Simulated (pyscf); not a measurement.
Thermochemistry of product channels of `[CH3][N]([CH3])[AlH2]` + `[OH2]` on the singlet surface, in eV, from ωB97M-D3(BJ)/def2-TZVP energies (ideal gas, 1 atm, RRHO with modes under 100 cm⁻¹ raised to 100, one conformer, R ln 2 for chiral ones without a mode under 150 cm⁻¹). Single points on ωB97X-D3(BJ)/def2-SVP structures (PySCF, gas phase).

```
products                                  ΔE  ΔH(298 K)  ΔG(900 K)  ΔG(1200 K)
-------------------------------------  -----  ---------  ---------  ----------
`[CH3][NH][CH3]` + `[OH][AlH2]`            …      -0.48      -0.67           …
`[CH3][N]([CH3])[AlH][OH]` + `[H][H]`  -1.20      -1.30      -1.19       -1.19
```

Task: Complete the blanks.

Result: 
- `[CH3][NH][CH3]` + `[OH][AlH2]`, ΔE: -0.50
- `[CH3][NH][CH3]` + `[OH][AlH2]`, ΔG(1200 K): -0.72

These are energies of the channels, which say nothing of barriers. H₃C–N(CH₃)–AlH₂ lies 1.60 eV over its isomer H₃C–Al(CH₃)–NH₂ (electronic energy, ωB97M-D3(BJ)/def2-TZVP). H₃C–NH–CH₃ lies 0.34 eV over its isomer H₃C–CH₂–NH₂ (electronic energy, ωB97M-D3(BJ)/def2-TZVP).
